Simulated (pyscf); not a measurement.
## Four-centre exchange: `[BH2][NH2]` + `[CH2]=[CH2]` → `[CH2]=[CH][BH][NH2]` + `[H][H]`

Gas phase, singlet surface, charge 0. Bonds broken: B1–H3, C7–H9. Bonds formed: B1–C7, H3–H9. Optimised with ωB97X-D3(BJ)/def2-SVP in PySCF.

Transition state (Å):

```xyz
12

B     -1.7955     0.3985     0.2073
N     -2.5201    -0.0005     1.4338
H     -1.7779    -0.6326    -0.6284
H     -2.2073     1.2844    -0.5070
H     -2.1984    -0.8393     1.9075
H     -2.5835     0.7492     2.1173
C     -0.0781     0.7097     0.4229
C      0.6555     1.5237    -0.3442
H     -0.8197    -0.3031    -0.2984
H      0.3347     0.3392     1.3716
H      0.2722     1.9002    -1.3001
H      1.6560     1.8597    -0.0481
```

One imaginary mode, 1115i cm⁻¹; descent along it reached the two sides named.

```csv
bond,change,reactant side (Å),saddle,product side
B1–H3,breaks,1.211,1.327,3.7
C7–H9,breaks,1.095,1.448,3.1
B1–C7,forms,3.6,1.759,1.568
H3–H9,forms,2.9,1.066,0.761
```

Electronic energies relative to the separated reactants (kJ/mol):

| level | barrier | reaction energy | reverse barrier |
|---|---|---|---|
| ωB97X-D3(BJ)/def2-TZVP | 204.1 | +2.3 | 201.8 |
| PBE/def2-TZVP | 171.4 | +0.4 | 171.0 |
| r²SCAN/def2-TZVP | 179.8 | -2.5 | 182.3 |
| B3LYP-D3(BJ)/def2-TZVP | 206.5 | +2.1 | 204.4 |
| PBE0-D3(BJ)/def2-TZVP | 178.6 | +0.2 | 178.4 |
| M06-2X/def2-TZVP | 205.3 | +1.2 | 204.1 |
| ωB97M-D3(BJ)/def2-TZVP | 204.6 | +4.6 | 200.1 |
| HF/def2-TZVP | 300.5 | +22.5 | 278.0 |

With ωB97M-D3(BJ)/def2-TZVP energies and thermal terms (ideal gas, 1 atm, RRHO with modes under 100 cm⁻¹ raised to 100, one conformer, R ln 2 for chiral ones without a mode under 150 cm⁻¹), in kJ/mol:

| T (K) | ΔH‡ | ΔG‡ | ΔH | ΔG |
|---|---|---|---|---|
| 298 | 198.6 | 240.2 | -8.2 | -1.0 |
| 600 | 200.4 | 281.8 | -2.2 | +3.9 |
| 900 | 203.5 | 321.9 | +2.4 | +5.9 |
| 1200 | 206.9 | 360.8 | +5.7 | +6.6 |

At the saddle there is also a short B–H contact that neither side keeps. The same reactants have a lower exit, to H₃C–CH₂–BH–NH₂ (barrier +76.1 kJ/mol at ωB97M-D3(BJ)/def2-TZVP, against +204.6 kJ/mol here). One saddle was located; it need not be the lowest between these sides.
